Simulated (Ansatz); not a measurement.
System: α-phase Ga. Method: Hartree–Fock (PAW; Ansatz, a first-principles code).

The run printed, among other lines:

```
WARN output.stress: scf.exx.energy_threshold = 1e-6 eV is looser than the 4e-8 eV advised for a stress under a hybrid functional (1e-8 eV for each atom of the …
Crystal: 4 atoms, lattice volume = 83.670 Å³
Basis set: ecut = 460 eV, 1883 PW (Γ), exchange–correlation on 64×64×72 points (8 copies of the dense FFT grid, shifted against one another)
Bands: 32, of which v1, the nominal top of the filled ones, is band 26 counted from 1 (25 counted from 0)
Symmetry: 8 space group operations
Space group: Cmce (ITA 64), of the structure as read, at distance tolerance 4.4e-5 Å
k-points: 84 of 384
Functional: x = pbe(κ = 0.804, μ = 0.2195149727645171), c = none, warm-up for x = 0 pbe(κ = 0.804, μ = 0.2195149727645171) + 1 exact, c = none
SCF iter   1: F=—  HF=-14968.403551 eV  |F-HF|=—  |Δ(HF+E_count)|=         —  Δρ=1.00e-2  dr2=3.27e-2
SCF iter   2: F=—  HF=-14968.385557 eV  |F-HF|=—  |Δ(HF+E_count)|=   1.80e-2  Δρ=3.00e-3  dr2=8.45e-3
  ...
SCF 1 converged in 11 iterations: F = -14968.383894 eV  dr2 = 6.22e-11
Crystal: 4 atoms, lattice volume = 83.670 Å³
Initial density: handed on by an earlier stage of this run
Functional: x = 0 pbe(κ = 0.804, μ = 0.2195149727645171) + 1 exact, c = none
  ...
Crystal: 4 atoms, lattice volume = 83.670 Å³
SCF 5 converged in 8 iterations: F = -14977.281647 eV  dr2 = 4.12e-11
Crystal: 4 atoms, lattice volume = 83.670 Å³
SCF 6 converged in 7 iterations: F = -14977.299817 eV  dr2 = 2.70e-11
Crystal: 4 atoms, lattice volume = 83.670 Å³
SCF 7 converged in 8 iterations: F = -14977.332409 eV  dr2 = 5.75e-11
Crystal: 4 atoms, lattice volume = 83.670 Å³
SCF 8 converged in 8 iterations: F = -14977.347031 eV  dr2 = 1.55e-11
Crystal: 4 atoms, lattice volume = 83.670 Å³
SCF 9 converged in 7 iterations: F = -14977.351804 eV  dr2 = 7.79e-12
Crystal: 4 atoms, lattice volume = 83.670 Å³
Crystal: 4 atoms, lattice volume = 83.670 Å³
Crystal: 4 atoms, lattice volume = 83.670 Å³
SCF iter   3: F=—  HF=-14977.356679 eV  |F-HF|=—  |Δ(HF+E_count)|=  5.48e-10  Δρ=3.30e-7  dr2=2.80e-10
SCF iter   4: F=-14977.356679 eV  HF=-14977.356679 eV  |F-HF|=7.28e-12  |Δ(HF+E_count)|=  1.09e-10  Δρ=9.12e-8  dr2=2.43e-11
SCF 12 converged in 4 iterations: F = -14977.356679 eV  dr2 = 2.43e-11
Free energy (F): -14977.356679 eV
Internal energy: -14977.356679 eV  (E = F + TS)
E sigma→0 (E₀):  -14977.356679 eV
Fermi energy:    9.918572 eV
--- Forces (eV/Å), atoms counted from 1 ---
  atom   1  Ga    -0.00000000     0.00028518     0.00358265
  atom   2  Ga    -0.00000000    -0.00028518     0.00358265
  atom   3  Ga    -0.00000000     0.00028518    -0.00358265
  atom   4  Ga    -0.00000000    -0.00028518    -0.00358265
--- Stress (GPa, compression-positive) ---
        0.039906       0.000000      -0.000000
        0.000000       0.009814       0.000000
       -0.000000       0.000000      -0.014311
  P = ⅓ Tr σ = 0.0118 GPa (0.118 kbar)
```

Problem. Write an input file that could have produced this run (the log leaves some choices open).

Solution. One answer among several that fit: 
Ansatz 0.2 input:
```yaml
crystal:
  lattice:
    - [2.2582800328, -3.8989911661, 0.0]
    - [2.2582800328, 3.8989911661, 0.0]
    - [0.0, 0.0, 4.7512621131]
  atoms:
    - { symbol: Ga, position: [0.1553799142, 0.8446200858, 0.9213911351] }
    - { symbol: Ga, position: [0.3446200858, 0.6553799142, 0.4213911351] }
    - { symbol: Ga, position: [0.6553799142, 0.3446200858, 0.5786088649] }
    - { symbol: Ga, position: [0.8446200858, 0.1553799142, 0.0786088649] }
basis:
  ecutwfc: 460
  ecutrho_ratio: 4
  xc_grid: 2
kpoints:
  mp_grid: { grid: [8, 8, 6] }
hamiltonian:
  xc: hf
  dispersion: none
  pseudopotentials: { kind: paw }
scf:
  occupations: { method: fermi_dirac, width: 0.05 }
  convergence: { dr2_threshold: 0.0000000004 }
output:
  forces: true
  stress: true
  eigenvalues: true
```

The PAW data were made under PBE.

Note: the run warned that the count of filled bands differs between k points.

Computing time: roughly 7 core-minutes.
